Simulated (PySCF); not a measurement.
Compound: C5H5 (charge -1).
Z-matrix (Å and degrees, GFN2-xTB geometry), rows numbered from 1:
```
C 
C   1  1.3937
C   2  1.3935  1  108.00
C   3  1.3935  2  108.01  1     0.01
C   4  1.3937  3  108.00  2    -0.01
H   1  1.0873  2  126.00  3   179.98
H   2  1.0871  1  125.99  3   179.96
H   3  1.0870  2  125.99  1  -179.97
H   4  1.0872  3  126.00  2   179.93
H   5  1.0874  1  126.01  2   179.90
```

The closed-shell ground state was solved at several levels (PySCF, density fitting, gas phase, non-relativistic). The HOMO energy is positive, so at this level the finite basis confines the outermost electrons. No diffuse functions stand in pcJ-1 and pcSseg-1, which bears on an anion's orbital energies.

| level | basis functions | HOMO (eV) | LUMO (eV) | gap (eV) |
| --- | --- | --- | --- | --- |
| PBE0/pcSseg-1 | 110 | 0.25 | 6.53 | 6.28 |
| B3LYP/pcJ-1 | 185 | 0.50 | 6.28 | 5.78 |

(1) Estimate the row for PBE0/def2-SVPD, a basis of 140 functions; the other rows only guide the guess.

(2) Over all these levels, which gives the widest orbital gap and which the narrowest?

Answers

(1) HOMO 0.06 eV, LUMO 5.61 eV, gap 5.55 eV.

(2) PBE0/pcSseg-1 has the widest, 6.28 eV, and PBE0/def2-SVPD the narrowest, 5.55 eV. The two share the functional. From the narrowest to the widest the HOMO moves by +0.19 eV and the LUMO by +0.92 eV.
